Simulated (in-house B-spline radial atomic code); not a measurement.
**Functionals against ionisation energies along an isoelectronic series: Ne to S⁶⁺**

Ionisation energies as differences of self-consistent total energies from an all-electron radial atomic-structure program (B-spline basis): all electrons, radial basis limit, scalar-relativistic (one-electron X2C), spin-polarised at highest spin, spherical densities; exact exchange is averaged over the determinants of each configuration. No spin-orbit coupling, Breit or QED terms. NIST's values run from ground level to ground level, so in open shells the differences also hold multiplet and fine-structure energies that spherical high-spin averages miss. Columns give computed minus NIST, in eV; a star marks a semi-empirical value. Species are left out where the tabulated value is theory, is uncertain by more than 0.12 eV, or (13 ions, such as In⁴⁺, Te⁴⁺ and Bi⁴⁺) lies off its series for all methods alike, which flatters the means a little.

```
species  shell        NIST (eV)  Hartree-Fock  LDA VWN5  r2SCAN  B97-1  revTPSS   AM05
     Ne     2p            21.56         -1.77     +0.61   +0.92  +0.15    +0.45  +0.31
   Mg²⁺     2p            80.14             ?         ?       ?      ?        ?      ?
   Al³⁺     2p           119.99         -1.46     +0.43   +1.61  +0.29    +0.47  +0.11
   Si⁴⁺     2p           166.77         -1.37     +0.40   +1.88  +0.36    +0.51  +0.07
    P⁵⁺     2p  220.43 ± 0.005*         -1.26     +0.38   +2.16  +0.45    +0.57  +0.06
    S⁶⁺     2p   280.95 ± 0.007         -1.12     +0.40   +2.47  +0.56    +0.65  +0.07
```

Task: What are the differences for Mg²⁺ ([He] 2s2 2p6)?

Result: Hartree-Fock -1.55; LDA VWN5 +0.47; r2SCAN +1.37; B97-1 +0.24; revTPSS +0.45; AM05 +0.16 eV.

Task: How do the methods rank, and which species is hardest?

Result: Mean absolute (signed) differences: AM05 0.13 (+0.13) eV; B97-1 0.34 (+0.34) eV; LDA VWN5 0.45 (+0.45) eV; revTPSS 0.52 (+0.52) eV; Hartree-Fock 1.42 (-1.42) eV; r2SCAN 1.73 (+1.73) eV. For Mg²⁺, which loses a 2p electron, the nearest method is off by +0.16 eV, the largest such miss. Hartree-Fock comes too low mainly by the correlation energy of the removed electron.
